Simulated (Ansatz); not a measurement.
Compare A (`CCC(N)=O`) with its isomer B (`CC(N)C=O`).

Computed with Ansatz on PBE0-D4/def2-TZVP structures; ΔE is electronic, products minus reactants. CCSD(T)/CBS adds triple-zeta CCSD(T) − MP2 to the extrapolated MP2 energy (def2 sets, frozen cores). Functionals use def2-TZVPP. B3LYP here is the variant with VWN-RPA as its local correlation; programs differ in this. Each species was taken in one conformer, which may not be the lowest.

A:

```xyz
12

C     1.3726    0.3354    0.9252
C     0.4362    0.3386   -0.2655
C    -0.9132   -0.2746    0.0547
N    -1.6416   -0.6491   -1.0284
O    -1.3269   -0.4081    1.1863
H     2.3054    0.8487    0.6845
H     0.9078    0.8316    1.7771
H     1.6113   -0.6842    1.2329
H     0.8807   -0.1823   -1.1200
H     0.2471    1.3656   -0.5998
H    -1.3090   -0.5182   -1.9652
H    -2.5705   -1.0035   -0.8819
```

B:

```xyz
12

C     1.0468   -0.7459   -0.0132
C    -0.3406   -0.1387    0.1422
N    -0.2778    1.0006    1.0377
C    -0.7778    0.3485   -1.2215
O    -1.5392   -0.2340   -1.9417
H     1.0258   -1.5933   -0.6998
H     1.4112   -1.0998    0.9550
H     1.7520   -0.0004   -0.3894
H    -1.0452   -0.9236    0.4493
H    -1.2004    1.2940    1.3312
H     0.2542    0.7800    1.8692
H    -0.3089    1.3125   -1.5191
```

Which is lower in electronic energy at CCSD(T)/CBS, and by how much? (Best estimate.)

Computed: A, by 97.4 kJ/mol.

Give E(B) − E(A) in kJ/mol with ωB97M-V, CCSD(T)/def2-TZVPP, MP2/def2-TZVPP, r2SCAN-D4, B3LYP, CCSD/def2-TZVPP, B2PLYP. (An estimate is asked.)

Ansatz gave: ωB97M-V 103.9, CCSD(T)/def2-TZVPP 96.3, MP2/def2-TZVPP 100.8, r2SCAN-D4 114.3, B3LYP 107.5, CCSD/def2-TZVPP 96.1, B2PLYP 104.7. None reverses the order clearly.

Does the order hold for the free energy at 298.15 K (harmonic terms from PBE0-D4)? (Best estimate.)

Computed: Yes: G(B) − G(A) = +99.2 kJ/mol, for one conformer each. Modes under 60 cm⁻¹, often nearly free rotors, make the harmonic entropy too high.

Largest T1 diagnostic: 0.013.

Leaving LDA and LC-ωPBE aside and taking each functional with its dispersion term where it has one, the values spread over 10.3 kJ/mol, from ωB97M-V to r2SCAN-D4. LDA lies +9.7 kJ/mol from PBE without D4.
